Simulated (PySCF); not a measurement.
cyanide, CN (charge -1), SMILES [C-]#N, point group C∞v.

Level: B3LYP/pcSseg-2 in PySCF (density fitting, grid level 2); geometry and Hessian at that level, cubic constants and property derivatives from steps of ±0.6 along each species' dimensionless normal coordinates, second-order vibrational perturbation theory. The parent has the commonest isotopes.

Equilibrium geometry (Å):

| atom | x | y | z |
| --- | --- | --- | --- |
| C1 | 0.5904 | -0.0118 | -0.0110 |
| N2 | -0.5794 | 0.0169 | -0.0456 |

Q: Give the equilibrium and ground-state rotational constants (MHz) of parent; ¹⁵N at 2; ¹³C at 1; ¹³C at 1, ¹⁵N at 2.

A: 
| species | Be | B0 | harmonic ZPE (cm⁻¹) |
| --- | --- | --- | --- |
| parent | 57069 | 56832 | 1066 |
| ¹⁵N at 2 | 55318 | 55092 | 1050 |
| ¹³C at 1 | 54697 | 54475 | 1044 |
| ¹³C at 1, ¹⁵N at 2 | 52947 | 52735 | 1027 |

Q: And its quartic centrifugal distortion constants from the harmonic force field?

A: Linear top: D = 182 kHz.
